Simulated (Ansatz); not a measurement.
# CH7AlSi: basis-set convergence

How large a basis does CH7AlSi need? Two functionals are run in growing sets.

The runs use Ansatz 0.2.0, Gaussian basis; one geometry, several basis sets.

Plan: PBE0-D4/def2-SVP; ωB97M-V/def2-SVP; PBE0-D4/def2-QZVPP; ωB97M-V/def2-QZVPP; the functionals' def2-TZVPP values are taken from earlier runs.

1 further run of the same task is left out (it didn't finish).

**1. The geometry**

The geometry comes from an earlier relaxation with PBE0-D4 in a triple-zeta def2 set; it is a stationary point, not always the lowest conformer.

SMILES `[CH3][AlH][SiH3]`, 10 atoms, charge 0, spin multiplicity 1.

Atoms are counted from 1 here; the program's logs count them from 0.

Bond lengths: C1–Al2 1.953 Å, C1–H4 1.096 Å, C1–H5 1.092 Å, C1–H6 1.096 Å, Al2–Si3 2.461 Å, Al2–H7 1.593 Å, Si3–H8 1.494 Å, Si3–H9 1.494 Å, Si3–H10 1.490 Å. Angles: Al2–C1–H4 110.5°, Al2–C1–H5 113.7°, Al2–C1–H6 110.2°, H4–C1–H5 108.0°, H4–C1–H6 106.2°, H5–C1–H6 107.9°, C1–Al2–Si3 120.6°, C1–Al2–H7 118.9°, Si3–Al2–H7 120.4°, Al2–Si3–H8 110.9°, Al2–Si3–H9 110.7°, Al2–Si3–H10 114.1°, H8–Si3–H9 106.3°, H8–Si3–H10 107.2°, H9–Si3–H10 107.2°.

**2. PBE0-D4 in def2-SVP**

The input, in.yaml:

```yaml
crystal:
  periodic: [false, false, false]
  atoms:
    - {symbol: C, position_ang: [-1.428446, 0.967154, -0.792407]}
    - {symbol: Al, position_ang: [0.409065, 0.309455, -0.720919]}
    - {symbol: Si, position_ang: [1.161657, -1.107311, 1.145404]}
    - {symbol: H, position_ang: [-1.909213, 0.659339, -1.727475]}
    - {symbol: H, position_ang: [-2.050649, 0.624124, 0.036631]}
    - {symbol: H, position_ang: [-1.438018, 2.062980, -0.790387]}
    - {symbol: H, position_ang: [1.416903, 0.709211, -1.887736]}
    - {symbol: H, position_ang: [0.334884, -2.347617, 1.241011]}
    - {symbol: H, position_ang: [1.000200, -0.395030, 2.448503]}
    - {symbol: H, position_ang: [2.586617, -1.533604, 1.050372]}
basis:
  gaussian: {orbitals: def2-SVP}
hamiltonian: {xc: pbe0, dispersion: d4}
output: {orbitals: {seedname: orbitals}}
```

Further steps of the session: ωB97M-V in def2-SVP; PBE0-D4 in def2-QZVPP; ωB97M-V in def2-QZVPP.

Q: Predict the results of all the runs planned. Wanted: PBE0-D4: double and triple zeta above quadruple; ωB97M-V: double and triple zeta above quadruple.

As calculated:

| quantity | value |
| --- | --- |
| PBE0-D4: double and triple zeta above quadruple | 6.85, 0.54 eV |
| ωB97M-V: double and triple zeta above quadruple | 6.97, 0.52 eV |

For PBE0-D4 the step from double to triple zeta gains 6.32 eV and the next only 0.54 eV. These are total energies; as a rule much of such shifts cancels in differences, which this series doesn't test.
